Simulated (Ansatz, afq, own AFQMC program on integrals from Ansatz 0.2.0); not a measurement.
Two steps: Ansatz 0.2.0 writes the Fock matrix and Cholesky factors of the valence space, and afq projects on them the lowest state that overlaps trial and start.

```yaml
crystal:
  periodic: [false, false, false]
  atoms:
    - {symbol: N, position_ang: [-1.117264, 0.513733, -0.508475]}
    - {symbol: C, position_ang: [-0.000012, -0.000015, 0.000015]}
    - {symbol: N, position_ang: [0.512960, -1.115565, -0.512975]}
    - {symbol: N, position_ang: [0.604267, 0.601789, 1.021499]}
    - {symbol: H, position_ang: [-1.595996, 0.075500, -1.285042]}
    - {symbol: H, position_ang: [-1.527579, 1.360896, -0.136661]}
    - {symbol: H, position_ang: [1.361230, -1.526570, -0.144463]}
    - {symbol: H, position_ang: [0.072840, -1.592411, -1.289635]}
    - {symbol: H, position_ang: [1.454876, 0.231643, 1.426152]}
    - {symbol: H, position_ang: [0.234688, 1.450998, 1.429595]}
basis:
  gaussian: {orbitals: def2-TZVP}
total_charge: 1
magnetization: {spin_polarized: false}
correlation: {method: ccsd_t, electrons: outside_noble_gas, hamiltonian_folder: ham}
```

```sh
$ ansatz run in.yaml --threads 1 --pin off --events-out ev --progress --plain --max-ram 24576MiB --backend cuda --devices 0, --max-vram 18GiB
```

Options of the walk:

```
--method phaseless --trial cisd --walkers 800 --populations 20 --least-time 60 --time-step 0.005 --steps-per-block 50 --equilibration-blocks 28 --max-blocks 4000 --target-error 0.0003 --factor-cut 1e-05 --seed 6675 --release-times 0.21,0.42,0.63,0.9 --release-step 0.03 --release-every 5 --taylor-order 6
```

Times are imaginary, in 1/Eh. The walk had a cap of 260 s. With eight or more populations the least sampling time is a fifth of least-time, and the error comes from their spread.

Log:

```
orbitals 156  electrons 12 12  factors 1102 of 1102
reference energy -204.61533185 Eh
CCSD correlation -0.78191656 Eh in 11 cycles, weight of the determinant in the CISD state 0.8097
energy of the start -205.397238 Eh
 block  time / (1/Eh)  mean weight  energy / Eh
     1     0.250  0.9994  -205.378020
     2     0.500  1.0006  -205.397240
     3     0.750  1.0016  -205.408871
     4     1.000  0.9993  -205.418204
     5     1.250  1.0001  -205.422748
    10     2.500  0.9994  -205.429493
    25     6.250  0.9999  -205.431091
    40    10.000  1.0002  -205.427224
    55    13.750  0.9994  -205.428904
    70    17.500  0.9987  -205.424638
    85    21.250  1.0008  -205.431046
   100    25.000  1.0001  -205.424314
   115    28.750  0.9999  -205.431366
   127    31.750  1.0017  -205.440651
   130    32.500  1.0023  -205.434019
   142    35.500  1.0000  -205.421281
   145    36.250  0.9998  -205.433106
   148    37.000  0.9999  -205.426017
error from the spread of 20 populations
released: time / (1/Eh)  energy / Eh  error  mean overlap
  0.21  -205.429862  0.000590  0.9913
  0.42  -205.429634  0.000853  0.9904
  0.63  -205.430096  0.000710  0.9857
  0.90  -205.430364  0.001224  0.9675
energy -205.429945 +/- 0.000466 Eh
(rows thinned)
```

The run passed its tests (sampling time, drift between the halves within three errors, error under three times the target), which doesn't prove that it has relaxed, ending at its cap on processor time.

Against this walk (error 12.7 meV) on the same determinant: CCSD(T) 57.1 meV higher. The error is statistical and leaves out the bias of the constraint. Released to 0.63 1/Eh the energy moves by -4 ± 23 meV (both errors), within twice the noise.

Cautions: constraint bias not in the error; error above the target (12.7 against 8.2 meV).

The walk took 4.4 min on 1 × NVIDIA H100 80GB HBM3 with 2 threads of AMD EPYC 7R13 Processor (Zen 3) (shared host) (the card was shared). The log's last line is the phaseless energy.
